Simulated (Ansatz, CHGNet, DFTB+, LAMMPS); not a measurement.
# Elastic constant C11 of diamond-structure Si: levels of theory against measurement

Reference value: 168 GPa (measured, low temperature, zero-point motion not removed; as tabulated in Tanner et al. (2021), arXiv:2110.11888).

```json
[
 {"level (code)": "Tersoff Si.tersoff.modc (LAMMPS)", "value (GPa)": "173", "cell (Å³/atom)": "20.05", "difference (%)": "+3.0"},
 {"level (code)": "DFTB Si–O set cp2k-nonscc-sid (DFTB+)", "value (GPa)": "204", "cell (Å³/atom)": "19.59", "difference (%)": "+21"},
 {"level (code)": "CHGNet 0.3.0", "value (GPa)": "118", "cell (Å³/atom)": "20.36", "difference (%)": "-30"},
 {"level (code)": "LDA (Ansatz)", "value (GPa)": "161", "cell (Å³/atom)": "19.70", "difference (%)": "-4.2"},
 {"level (code)": "PBE (Ansatz)", "value (GPa)": "153", "cell (Å³/atom)": "20.46", "difference (%)": "-8.9"},
 {"level (code)": "PBE-D3(BJ) (Ansatz)", "value (GPa)": "159", "cell (Å³/atom)": "19.92", "difference (%)": "-5.4"},
 {"level (code)": "r²SCAN+rVV10 (Ansatz)", "value (GPa)": "169", "cell (Å³/atom)": "20.07", "difference (%)": "+0.6"},
 {"level (code)": "r²SCANh (Ansatz)", "value (GPa)": "172", "cell (Å³/atom)": "20.09", "difference (%)": "+2.4"},
 {"level (code)": "Hartree–Fock (Ansatz)", "value (GPa)": "194", "cell (Å³/atom)": "20.86", "difference (%)": "+15.5"}
]
```

Leaving aside DFTB Si–O set cp2k-nonscc-sid (files made for compounds): Once the reference is moved by up to 5.0 % (a margin picked here for doubts on the reference and the settings, and for temperature and zero-point motion) and values within 1.7 % count as equal, the nearest can be r²SCAN+rVV10 (+0.6 %), r²SCANh (+2.4 %), Tersoff Si.tersoff.modc (+3.0 %), LDA (-4.2 %) or PBE-D3(BJ) (-5.4 %). Among them CHGNet 0.3.0 (-30 %) misses by most.

The reference isn't brought to a static lattice, while the calculations are for one, so the differences are not the levels' errors alone.  DFTB Si–O set cp2k-nonscc-sid: this tight-binding set is not self-consistent in the charges. PBE-D3(BJ): the dispersion coefficients are held fixed in the derivatives. Each level is taken at its own relaxed cell. Cutoffs and k meshes differ between the levels. Ansatz's density-functional and Hartree–Fock values are scalar-relativistic unless marked +SOC, with PAW data made under PBE.

Empirical potentials (Tersoff Si.tersoff.modc) are fitted to chosen data: where that held the value shown, agreement is built in, and what lay outside the fit can be far off. Machine-learned potentials (CHGNet 0.3.0) are trained on DFT data: a solid inside that data is no test of them.

Differences are worked out from the printed values.

Ansatz is a first-principles code.
